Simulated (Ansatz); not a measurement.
Input file:

```yaml
crystal:
  periodic: [false, false, false]
  atoms:
    - {symbol: H, position_ang: [0.000000, 0.000000, -1.283000]}
    - {symbol: H, position_ang: [0.000000, 0.000000, -0.182000]}
    - {symbol: S, position_ang: [0.000000, 0.000000, 1.465000]}
basis:
  gaussian: {orbitals: 6-31G}
magnetization: {spin_polarized: true, initial_magnetization: 2}
hamiltonian: {xc: {name: r2SCAN}}
```

```sh
$ ansatz run in.yaml --threads 1 --pin off --events-out ev --progress --plain --max-ram 2393MiB
```

Output:

```
204 factors; integrals over basis functions are off by at most 6.2e-4 eV
mean field evaluation 1: about -10862.2516 eV, gradient 3.6e0 eV
mean field evaluation 2: about -10862.3239 eV, gradient 3.2e0 eV
mean field evaluation 4: about -10862.4268 eV, gradient 2.2e-1 eV
mean field evaluation 8: about -10862.4242 eV, gradient 2.6e-3 eV
mean field evaluation 16: about -10862.4230 eV, gradient 1.3e-2 eV
mean field evaluation 32: about -10862.0912 eV, gradient 5.1e0 eV
mean field -10862.42423741 eV, -399.1867279091 hartree, gradient 6.1e-5 eV, S^2 2.016997; 5 other end points of the search recorded, 0 dependent functions left out
reference -10862.42424411 eV, -399.1867281553 hartree; 10, 8 occupied and 7, 9 virtual orbitals, 204 factors
Total energy: -10862.42424411 eV, -399.1867281553 hartree
```

Ran on 1 thread of Arm Neoverse V1, shared host: 1.8 s wall, 0.13 GiB peak host memory.
